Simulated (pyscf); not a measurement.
This saddle point was located with ωB97X-D3(BJ)/def2-SVP in PySCF.

```xyz
9

S      0.9111     1.7491     0.1672
H      0.2202     0.7944    -1.0775
H      1.9258     0.9168     0.4710
O     -0.6578     0.0321    -1.0561
W     -1.0437     0.0953     0.6819
Cl     0.5320    -1.5064     1.1581
Cl    -2.7945    -1.3064     0.9082
Cl    -0.7011     0.8277     2.8372
Cl    -2.3393     1.9606     0.4156
```
Charge 0, spin multiplicity 1.

Surface: singlet, charge 0. Lowest wavenumbers (cm⁻¹): 1294i, 85, 89, 95, 162.

Task: Which two sides does it connect, and which bonds change?

Result: H₂S + O=W(Cl)(Cl)(Cl)–Cl ⇌ HO–W(SH)(Cl)(Cl)(Cl)–Cl, an addition across a multiple bond or ene-type step read from left to right: H–S broken and S–W, H–O formed. At ωB97M-D3(BJ)/def2-TZVP it lies +30.1 kcal/mol from the left side and +15.4 kcal/mol from the right (each side as separated species at their lowest minima found). On the reactant side the descent ends in an adduct with a S–W contact, 5.8 kcal/mol under the separated species and 29.6 kcal/mol under the saddle at ωB97X-D3(BJ)/def2-TZVP. What is counted as formed (S–W) is already present as a longer contact in the reactant adduct; forming that adduct is a step of its own. At ωB97X-D3(BJ)/def2-TZVP the barrier from the zero used here is 23.8 kcal/mol. This is the saddle that the search found; another between the same sides may lie lower. Elements past Kr carry the def2 core potentials, without spin-orbit coupling.
